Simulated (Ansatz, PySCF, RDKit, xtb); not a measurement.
# CHOP: a search for the lowest isomer

Only the formula CHOP is given. Aim: find the structure of lowest free energy at 298.15 K, then its properties.

The funnel: GFN2-xTB relaxations, single points with a density functional, relaxations at PBE0-D3(BJ)/def2-SVP, harmonic vibrations, and a last energy at a higher level. All values are calculated.

8 further runs of the same task are left out: 8 set aside as unsound or not needed.

**1. Possible bonding patterns**

A program enumerates the bonding patterns with one Lewis structure each (two rings at most, one unusual centre or charged pair), with their diastereomers. O–O, O–halogen and N–halogen bonds and N–N–N chains are not drawn. That gives 5 candidates.

```
label      SMILES     spin
 c002       C#P=O  singlet
 c165  [C-]#[P+]O  singlet
 c735      C1=PO1  singlet
 c876       O=C=P  singlet
 c945        OC#P  singlet
```

Candidates are built by distance geometry, with a force field where one applies, in up to four conformers (letters a to d). 16 starts with atoms placed at random are added, to find patterns that the rules miss.

**2. Cheap relaxation of all starts**

All 21 starts are relaxed the same way. One of them, c704 (atoms placed at random), in full:

Contents of start.xyz:

```xyz
4
c704
C     -0.368820    -0.836880     0.198450
O      0.009460     1.153270     0.475520
P      1.216450    -0.407820     0.563850
H      0.916630    -0.764600    -1.288170
```

On the command line:

```
$ xtb start.xyz --gfn 2 --opt
```

The log of the run, cut to the lines that bear on the results:

```text
* xtb version 6.7.1
[...]
          :  # basis functions                  19          :
[...]
          :  # electrons                        16          :
[...]
          :  Hamiltonian                  GFN2-xTB          :
[...]
          :  net charge                          0          :
          :  unpaired electrons                  0          :
[...]
   *** convergence criteria satisfied after 14 iterations ***
[...]
   *** GEOMETRY OPTIMIZATION CONVERGED AFTER 15 ITERATIONS ***
[...]
   *** convergence criteria satisfied after 3 iterations ***
[...]
         ::                     SUMMARY                     ::
         :::::::::::::::::::::::::::::::::::::::::::::::::::::
         :: total energy              -9.125360424588 Eh    ::
         :: gradient norm              0.000528426470 Eh/a0 ::
         :: HOMO-LUMO gap              2.499881144497 eV    ::
         ::.................................................::
         :: SCC energy                -9.173590751535 Eh    ::
         :: -> isotropic ES            0.004876127751 Eh    ::
         :: -> anisotropic ES         -0.002507411653 Eh    ::
         :: -> anisotropic XC          0.002516330421 Eh    ::
         :: -> dispersion             -0.001643183829 Eh    ::
         :: repulsion energy           0.048230326947 Eh    ::
         :: add. restraining           0.000000000000 Eh    ::
         :: total charge               0.000000000000 e     ::
         :::::::::::::::::::::::::::::::::::::::::::::::::::::
[...]
         8        2.0000           -0.4141151             -11.2686 (HOMO)
         9                         -0.3222462              -8.7688 (LUMO)
[...]
     #   Z          covCN         q      C6AA      α(0)
     1   6 C        1.782     0.023    30.620     8.945
     2   8 O        1.658    -0.164    16.793     5.532
     3  15 P        2.706     0.079   157.563    22.603
     4   1 H        0.976     0.062     2.170     2.302
[...]
     #   Z sym  total        # sym  WBO       # sym  WBO       # sym  WBO
 ---------------------------------------------------------------------------
     1   6 C    2.755 --     2 O    1.632     3 P    1.116
     2   8 O    2.553 --     1 C    1.632     3 P    0.900
     3  15 P    2.985 --     1 C    1.116     4 H    0.968     2 O    0.900
     4   1 H    0.996 --     3 P    0.968
 ---------------------------------------------------------------------------
[...]
molecular dipole:
                 x           y           z       tot (Debye)
 q only:        0.314      -0.381      -0.187
   full:        0.454      -0.026      -0.447       1.621
molecular quadrupole (traceless):
[...]
          | TOTAL ENERGY               -9.125360424588 Eh   |
          | GRADIENT NORM               0.000528426470 Eh/α |
          | HOMO-LUMO GAP               2.499881144497 eV   |
           -------------------------------------------------
[...]
```

It took 0.12 s on 1 thread of Intel Xeon Platinum 8259CL at 2.50GHz (Skylake/Cascade Lake), shared host.

**3. The minima found**

21 of the 21 relaxations converged; 15 ended on a minimum already found. 6 distinct structures remain:

```
label             start    SMILES after     spin  energy (kcal/mol)
c876a             drawn           O=C=P  singlet                0.0
c945a             drawn            OC#P  singlet               11.5
 c131  random and drawn          C1=PO1  singlet               20.2
 c609            random  [C]1[O][PH]1 ‡  singlet               33.1
 c441            random    [C][O][PH] ‡  singlet               45.5
 c847            random   [C-]1=P[OH+]1  singlet               60.9
```

‡ marks the bonded skeleton alone, with all bonds drawn single: no Lewis structure was assigned that passes a check against the bond lengths.

**4. Single points on the low minima**

A choice of the minima (the low ones first, few conformers of a pattern, up to a cap) and the lowest that fell apart get a single point at r2SCAN-D4/def2-SVP on the tight-binding geometry, and one at HF/STO-3G for comparison. The lowest singlets are also tried as triplets at the same geometry (label ending in t). The first, c876a:

Contents of input.yaml:

```yaml
crystal:
  periodic: [false, false, false]
  atoms:
    - {symbol: C, position_ang: [-1.102380, -0.766929, 2.500943]}
    - {symbol: O, position_ang: [-0.493074, -1.560343, 3.084418]}
    - {symbol: P, position_ang: [-2.089870, 0.253715, 1.680202]}
    - {symbol: H, position_ang: [-1.057148, 1.183189, 1.591371]}
basis:
  gaussian:
    orbitals: def2-SVP
scf:
  lower_state_search: "off"
hamiltonian:
  xc: {name: r2SCAN}
  dispersion: d4
output: {orbitals: {seedname: orbitals}}
```

On the command line:

```
$ ansatz run input.yaml --threads 1 --pin off --max-ram 2610MiB --events-out events.jsonl --progress --plain --runs-dir runs
```

The log of the run, cut to the lines that bear on the results:

```text
Warning: RAYON_NUM_THREADS=1 ignored (pool sized by the plan → 1); use --threads N
Functional definition: r2SCAN
  name "r2SCAN"
[...]
566 factors; their error is unknown
[...]
mean field -12380.51255545 eV, -454.9754445999 hartree, gradient 2.1e-6 eV, S^2 0.000000; 0 other end points of the search recorded, 0 dependent functions left out
reference -12380.51256087 eV, -454.9754447992 hartree; 15, 15 occupied and 36, 36 virtual orbitals, 566 factors
Total energy: -12380.52630639 eV, -454.9759499377 hartree
Checks for a lower state left out: stability, starts, cluster_reference, orbital_swaps, neighbouring_geometries, increment
```

Wall time 1.4 s (1 thread of Intel Xeon Platinum 8259CL at 2.50GHz (Skylake/Cascade Lake), shared host).

Relative energies in kcal/mol, each column from its lowest structure that stays in one piece:

```
 label          SMILES     spin  GFN2-xTB  HF/STO-3G  r2SCAN-D4/def2-SVP
 c876a           O=C=P  singlet       0.0        0.0                 0.0
 c945a            OC#P  singlet      11.5       21.0                21.0
  c131          C1=PO1  singlet      20.2       48.1                50.9
  c609  [C]1[O][PH]1 ‡  singlet      33.1       36.2                61.3
c876at           O=C=P  triplet         –          –                71.0
 c131t          C1=PO1  triplet         –          –                80.9
c945at            OC#P  triplet         –          –               104.8
```

‡ marks the bonded skeleton alone, with all bonds drawn single: no Lewis structure was assigned that passes a check against the bond lengths.

**5. Third filter: density-functional geometries**

3 candidates are relaxed at PBE0-D3(BJ)/def2-SVP (chosen among the lowest in one piece). The first, c876a:

Edit input.yaml of step 4 so:

```diff
@@ -8,9 +8,6 @@
 basis:
-  gaussian:
-    orbitals: def2-SVP
-scf:
-  lower_state_search: "off"
-hamiltonian:
-  xc: {name: r2SCAN}
-  dispersion: d4
-output: {orbitals: {seedname: orbitals}}
+  gaussian: {orbitals: def2-SVP}
+magnetization: {spin_polarized: false, initial_magnetization: 0}
+hamiltonian: {xc: {name: PBE0}, dispersion: d3bj}
+scf: {lower_state_search: "off"}
+relax: {f_tol: 0.003}
```

On the command line:

```
$ ansatz run input.yaml --threads 1 --pin off --max-ram 2610MiB --events-out events.jsonl --progress --plain --runs-dir runs
```

The log of the run, cut to the lines that bear on the results:

```text
Warning: RAYON_NUM_THREADS=1 ignored (pool sized by the plan → 1); use --threads N
[...]
Functional definition: PBE0
  name "PBE0"
[...]
529 factors; integrals over basis functions are off by at most 2.4e-4 eV
[...]
mean field -12375.79104020 eV, -454.8019321147 hartree, gradient 5.5e-6 eV, S^2 0.000000; 0 other end points of the search recorded, 0 dependent functions left out
[...]
reference -12375.79105413 eV, -454.8019326268 hartree; 15, 15 occupied and 36, 36 virtual orbitals, 529 factors
relax step   1: F+E_penalty+E_count = -12375.84765241 eV  Δ(F+E_penalty+E_count) = +0.000e0 eV  max|allowed force component| = 1.599e0 eV/Å  Δτ_max = 0.0000 Å  (13 SCF iters, accepted)
[...]
relax step   5: F+E_penalty+E_count = -12375.89770199 eV  Δ(F+E_penalty+E_count) = -2.600e-4 eV  max|allowed force component| = 3.089e-2 eV/Å  Δτ_max = 0.0060 Å  (19 SCF iters, accepted)
[...]
relax step   6: F+E_penalty+E_count = -12375.89773920 eV  Δ(F+E_penalty+E_count) = -3.721e-5 eV  max|allowed force component| = 2.069e-3 eV/Å  Δτ_max = 0.0026 Å  (14 SCF iters, accepted)
Total energy: -12375.89775292 eV, -454.8058537352 hartree
Atom 0 at    -1.107836    -0.778405     2.504298 Å, force    -0.001292     0.001667    -0.001208 eV/Å
Atom 1 at    -0.475198    -1.548129     3.084852 Å, force     0.001624    -0.002069     0.001521 eV/Å
Atom 2 at    -2.129840     0.261028     1.663193 Å, force     0.000238     0.000762    -0.000289 eV/Å
Atom 3 at    -1.029598     1.175139     1.604591 Å, force    -0.000570    -0.000360    -0.000024 eV/Å
Dipole moment:     0.065581     0.152056    -0.049760 e Å
Checks for a lower state left out: stability, starts, cluster_reference, orbital_swaps, neighbouring_geometries, increment
```

Wall time 11 s (1 thread of Intel Xeon Platinum 8259CL at 2.50GHz (Skylake/Cascade Lake), shared host).

Energy change by step (eV): 0.0000, -0.0371, -0.0496, -0.0498, -0.0500, -0.0501.

After the run. Bond lengths: C1–O2 1.153 Å, C1–P3 1.683 Å, P3–H4 1.432 Å. Angles: O2–C1–P3 175.6°, C1–P3–H4 87.0°.

**6. The relaxed candidates**

```
label     spin  r2SCAN-D4/def2-SVP (kcal/mol)  PBE0-D3(BJ)/def2-SVP, relaxed (kcal/mol)  time
c876a  singlet                            0.0                                       0.0  11 s
c945a  singlet                           21.0                                      20.9  11 s
 c131  singlet                           50.9                                      47.6  15 s
```

c876a: Bond lengths: C1–O2 1.153 Å, C1–P3 1.683 Å, P3–H4 1.432 Å. Angles: O2–C1–P3 175.6°, C1–P3–H4 87.0°.

c945a: Bond lengths: C1–O2 1.292 Å, C1–P3 1.554 Å, O2–H4 0.969 Å. Angles: O2–C1–P3 177.3°, C1–O2–H4 110.9°.

c131: Bond lengths: C1–O2 1.276 Å, C1–P3 1.679 Å, C1–H4 1.100 Å. Angles: O2–C1–P3 86.3°, O2–C1–H4 125.5°, P3–C1–H4 148.1°. A long bond or contact: O2–P3 2.042 Å.

**7. Harmonic analysis of the finalists**

The lowest few in one piece go on as finalists. Harmonic vibrations at PBE0-D3(BJ)/def2-SVP test each finalist and give the zero-point energy and the thermal terms. The first, c876a:

Contents of input.yaml:

```yaml
crystal:
  periodic: [false, false, false]
  atoms:
    - symbol: C
      position_ang: [-1.107836, -0.778405, 2.504298]
    - symbol: O
      position_ang: [-0.475198, -1.548129, 3.084852]
    - symbol: P
      position_ang: [-2.129840, 0.261028, 1.663193]
    - symbol: H
      position_ang: [-1.029598, 1.175139, 1.604591]
basis:
  gaussian: {orbitals: def2-SVP}
hamiltonian: {xc: pbe0, dispersion: d3bj}
scf: {lower_state_search: "off"}
phonons: {}
```

On the command line:

```
$ ansatz run input.yaml --threads 1 --pin off --max-ram 2610MiB --events-out events.jsonl --progress --plain --runs-dir runs
```

The log of the run, cut to the lines that bear on the results:

```text
Warning: RAYON_NUM_THREADS=1 ignored (pool sized by the plan → 1); use --threads N
[... 2 set-up lines as earlier in the session ...]
[...]
530 factors; integrals over basis functions are off by at most 3.9e-4 eV
[...]
mean field -12375.84121226 eV, -454.8037759043 hartree, gradient 5.4e-6 eV, S^2 0.000000; 0 other end points of the search recorded, 0 dependent functions left out
[...]
reference -12375.84122597 eV, -454.8037764081 hartree; 15, 15 occupied and 36, 36 virtual orbitals, 530 factors
[...]
530 factors; integrals over basis functions are off by at most 3.9e-4 eV
mean field -12375.84093130 eV, -454.8037655790 hartree, gradient 2.2e-6 eV, S^2 0.000000; 0 other end points of the search recorded, 0 dependent functions left out
[...]
reference -12375.84094501 eV, -454.8037660829 hartree; 15, 15 occupied and 36, 36 virtual orbitals, 530 factors
[...]
530 factors; integrals over basis functions are off by at most 3.9e-4 eV
[...]
530 factors; integrals over basis functions are off by at most 3.9e-4 eV
mean field -12375.84119292 eV, -454.8037751935 hartree, gradient 1.9e-6 eV, S^2 0.000000; 0 other end points of the search recorded, 0 dependent functions left out
[...]
reference -12375.84120664 eV, -454.8037756974 hartree; 15, 15 occupied and 36, 36 virtual orbitals, 530 factors
Total energy: -12375.89775290 eV, -454.8058537342 hartree
Atom 0 at    -1.107836    -0.778405     2.504298 Å, force    -0.001265     0.001630    -0.001204 eV/Å
Atom 1 at    -0.475198    -1.548129     3.084852 Å, force     0.001604    -0.002042     0.001515 eV/Å
Atom 2 at    -2.129840     0.261028     1.663193 Å, force     0.000232     0.000773    -0.000287 eV/Å
Atom 3 at    -1.029598     1.175139     1.604591 Å, force    -0.000572    -0.000361    -0.000024 eV/Å
Dipole moment:     0.065581     0.152056    -0.049760 e Å
Vibrations: 386.97 475.64 738.70 855.29 2148.25 2396.80 cm⁻¹, zero-point energy 0.434047 eV
Checks for a lower state left out: stability, starts, cluster_reference, orbital_swaps, neighbouring_geometries, increment
```

Run time: 20 s. Hardware: 1 thread of Intel Xeon Platinum 8259CL at 2.50GHz (Skylake/Cascade Lake), shared host.

**8. Thermal terms of the finalists**

At 298.15 K and 1 atm, ideal gas, rigid rotor and harmonic oscillator:

```
label  SMILES     spin  point group  lowest mode (cm⁻¹)  zero-point (kcal/mol)  G − E (kcal/mol)
c876a   O=C=P  singlet           Cs                 387                   10.0              -5.5
c945a    OC#P  singlet           Cs                 386                   12.0              -3.2
 c131  C1=PO1  singlet           Cs                 372                   11.4              -4.3
```

**9. The final energy**

Each finalist gets a single point at CCSD(T)/def2-TZVPP.

c876a, CCSD(T)/def2-TZVPP:

Contents of input.yaml:

```yaml
crystal:
  periodic: [false, false, false]
  atoms:
    - {symbol: C, position_ang: [-1.107836, -0.778405, 2.504298]}
    - {symbol: O, position_ang: [-0.475198, -1.548129, 3.084852]}
    - {symbol: P, position_ang: [-2.129840, 0.261028, 1.663193]}
    - {symbol: H, position_ang: [-1.029598, 1.175139, 1.604591]}
basis:
  gaussian:
    orbitals: def2-TZVPP
correlation:
  method: ccsd_t
  frozen_orbitals: {P: 5, H: 0, C: 1, O: 1}
```

On the command line:

```
$ ansatz run input.yaml --threads 1 --pin off --max-ram 2610MiB --events-out events.jsonl --progress --plain --runs-dir runs
```

The log of the run, cut to the lines that bear on the results:

```text
Warning: RAYON_NUM_THREADS=1 ignored (pool sized by the plan → 1); use --threads N
Functional definition: HF
  name "HF"
[...]
728 factors; integrals over basis functions are off by at most 8.1e-4 eV
[...]
mean field -12356.08814117 eV, -454.0778639307 hartree, gradient 1.0e-6 eV, S^2 0.000000; 0 other end points of the search recorded, 0 dependent functions left out
7 core orbitals not correlated: weight in the atoms' cores, before any rotation towards them, 1.000 or more for the frozen orbitals, at most 0.000 for the correlated occupied ones
reference -12356.08814117 eV, -454.0778639307 hartree; 8, 8 occupied and 103, 103 virtual orbitals, 728 factors
second order -14.24308235 eV of doubles, -0.00000000 eV of singles
cycle   1  -13.94022887 eV  change    3.0e-1 eV  update   1.2e-1
[...]
cycle  10  -14.54232104 eV  change    1.1e-5 eV  update   1.3e-5
perturbative correction -0.80206868 eV, -0.0294754802 hartree
Total energy: -12371.43253089 eV, -454.6417598520 hartree
```

It took 6.9 s on 1 thread of Intel Xeon Platinum 8259CL at 2.50GHz (Skylake/Cascade Lake), shared host; peak memory 0.4 GiB.

**10. c945a at CCSD(T)/def2-TZVPP**

Contents of input.yaml:

```yaml
crystal:
  periodic: [false, false, false]
  atoms:
    - {symbol: C, position_ang: [-0.948724, -0.296101, 1.879573]}
    - {symbol: O, position_ang: [-1.873539, -0.741924, 2.664635]}
    - {symbol: P, position_ang: [0.158519, 0.178425, 0.897491]}
    - {symbol: H, position_ang: [-2.075370, -0.099982, 3.361716]}
basis:
  gaussian:
    orbitals: def2-TZVPP
correlation:
  method: ccsd_t
  frozen_orbitals: {P: 5, H: 0, C: 1, O: 1}
```

On the command line:

```
$ ansatz run input.yaml --threads 1 --pin off --max-ram 2610MiB --events-out events.jsonl --progress --plain --runs-dir runs
```

The log of the run, cut to the lines that bear on the results:

```text
Warning: RAYON_NUM_THREADS=1 ignored (pool sized by the plan → 1); use --threads N
[... 2 set-up lines as earlier in the session ...]
[...]
731 factors; integrals over basis functions are off by at most 6.5e-4 eV
[...]
mean field -12355.08272990 eV, -454.0409157479 hartree, gradient 2.9e-6 eV, S^2 0.000000; 0 other end points of the search recorded, 0 dependent functions left out; unrestricted orbitals would lower it
7 core orbitals not correlated: weight in the atoms' cores, before any rotation towards them, 1.000 or more for the frozen orbitals, at most 0.000 for the correlated occupied ones
reference -12355.08272990 eV, -454.0409157479 hartree; 8, 8 occupied and 103, 103 virtual orbitals, 731 factors
second order -14.52865339 eV of doubles, -0.00000000 eV of singles
cycle   1  -14.16519853 eV  change    3.6e-1 eV  update   1.1e-1
[...]
cycle  11  -14.73396317 eV  change   -1.8e-6 eV  update   6.0e-6
perturbative correction -0.80997461 eV, -0.0297660178 hartree
Total energy: -12370.62666767 eV, -454.6121449250 hartree
```

Wall time 9 s (1 thread of Intel Xeon Platinum 8259CL at 2.50GHz (Skylake/Cascade Lake), shared host); peak memory 0.49 GiB.

For c945a, c131 the log finds that unrestricted Hartree-Fock orbitals lie lower, a sign to watch the closed-shell reference there.

**11. Free energies and the winner**

Energies in kcal/mol from c876a; G adds the thermal terms to the CCSD(T)/def2-TZVPP energy. The columns left of the relaxed level are at the tight-binding geometries.

```
label  SMILES     spin  GFN2-xTB  HF/STO-3G  r2SCAN-D4/def2-SVP  PBE0-D3(BJ)/def2-SVP  HF/def2-TZVPP  MP2/def2-TZVPP  CCSD(T)/def2-TZVPP     G  share at equilibrium     T1
c876a   O=C=P  singlet       0.0        0.0                 0.0                   0.0            0.0             0.0                 0.0   0.0               100.0 %  0.020
c945a    OC#P  singlet      11.5       21.0                21.0                  20.9           23.2            16.6                18.6  20.9               < 0.1 %  0.017
 c131  C1=PO1  singlet      20.2       48.1                50.9                  47.6           54.4            49.1                45.1  46.3               < 0.1 %  0.037
```

Lowest found: c876a, `O=C=P`, a singlet of point group Cs. Bond lengths: C1–O2 1.153 Å, C1–P3 1.683 Å, P3–H4 1.432 Å. Angles: O2–C1–P3 175.6°, C1–P3–H4 87.0°.

```xyz
4

C    -1.1078   -0.7784    2.5043
O    -0.4752   -1.5481    3.0849
P    -2.1298    0.2610    1.6632
H    -1.0296    1.1751    1.6046
```

**12. Density, orbitals and dipole (PBE0/def2-TZVPD)**

Contents of input.yaml:

```yaml
basis:
  gaussian:
    orbitals: def2-TZVPD
crystal:
  periodic: [false, false, false]
  atoms:
    - {symbol: C, position_ang: [-1.107836, -0.778405, 2.504298]}
    - {symbol: O, position_ang: [-0.475198, -1.548129, 3.084852]}
    - {symbol: P, position_ang: [-2.129840, 0.261028, 1.663193]}
    - {symbol: H, position_ang: [-1.029598, 1.175139, 1.604591]}
hamiltonian:
  xc: {name: PBE0}
output:
  forces: true
  orbitals: {seedname: orbitals}
```

On the command line:

```
$ ansatz run input.yaml --threads 1 --pin off --max-ram 2610MiB --events-out events.jsonl --progress --plain --runs-dir runs
```

The log of the run, cut to the lines that bear on the results:

```text
Warning: RAYON_NUM_THREADS=1 ignored (pool sized by the plan → 1); use --threads N
[... 2 set-up lines as earlier in the session ...]
[...]
701 factors; their error is unknown
[...]
mean field -12382.72448486 eV, -455.0567315065 hartree, gradient 3.1e-5 eV, S^2 0.000000; 0 other end points of the search recorded, 0 dependent functions left out
[...]
reference -12382.72451308 eV, -455.0567325436 hartree; 15, 15 occupied and 114, 114 virtual orbitals, 701 factors
Total energy: -12382.72451308 eV, -455.0567325436 hartree
Atom 0 at    -1.107836    -0.778405     2.504298 Å, force     0.154309    -0.169796     0.133092 eV/Å
Atom 1 at    -0.475198    -1.548129     3.084852 Å, force    -0.280747     0.339515    -0.256651 eV/Å
Atom 2 at    -2.129840     0.261028     1.663193 Å, force     0.226508    -0.049564     0.100678 eV/Å
Atom 3 at    -1.029598     1.175139     1.604591 Å, force    -0.100070    -0.120155     0.022882 eV/Å
Dipole moment:     0.010507     0.154134    -0.069510 e Å
```

It took 4.5 s on 1 thread of Intel Xeon Platinum 8259CL at 2.50GHz (Skylake/Cascade Lake), shared host.

[end of part 1 of 2]
